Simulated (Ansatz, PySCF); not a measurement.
Molecule: methylamine, CH5N, charge 0, multiplicity 1. SMILES: CN
Geometry from a B3LYP-D3(BJ)/def2-TZVP (Ansatz, a quantum-chemistry and plane-wave program) optimisation:
```
C
H 1 1.0912
H 1 1.0912 2 107.19
H 1 1.0988 2 107.88 3 -115.94
N 1 1.4624 2 109.21 3 118.20
H 5 1.0129 1 110.75 2 -179.27
H 5 1.0129 6 106.88 1 120.72
```

Quantity: vertical ionisation energy (to the doublet state of charge +1; each state is the SCF solution reached for its spin), in eV. Cores are frozen in the correlated levels unless marked. Open shells are spin-unrestricted. Spin-orbit coupling is left out. No relativistic terms. Basis-set limits of correlation are two-point, X^-3; Hartree-Fock from the larger set. The bracket is a focal-point correction in the basis named.

```tsv
level	program	vertical ionisation energy (eV)
PBE0/def2-TZVPD	Ansatz	9.53
CAM-B3LYP/def2-TZVPD	Ansatz	9.67
B2PLYP/def2-TZVPD	Ansatz	9.62
MP2/def2-SVPD	Ansatz	9.71
MP2/aug-cc-pVTZ	Ansatz	9.87
RI-MP2/aug-cc-pVQZ	Ansatz	9.93
SCS-MP2/def2-SVPD	Ansatz	9.66
SCS-MP2/aug-cc-pVTZ	Ansatz	9.83
SCS-MP2/def2-TZVPPD	Ansatz	9.80
CCSD/aug-cc-pVDZ	Ansatz	9.51
CCSD/def2-TZVPPD	Ansatz	9.61
CCSD(T)/aug-cc-pVDZ	Ansatz	9.56
CCSD(T)/def2-SVPD	Ansatz	9.56
CCSD(T)/def2-TZVPPD	Ansatz	9.68
RI-MP2/CBS(aug-cc-pVTZ,aug-cc-pVQZ)+[CCSD(T)-MP2]/aug-cc-pVTZ	Ansatz	9.80
```

For comparison, minus the highest occupied orbital energy (PySCF): 6.86 eV at PBE0/def2-TZVPD, 8.35 eV at M06-2X/def2-TZVPD, 6.06 eV at TPSSh/def2-TZVPD.
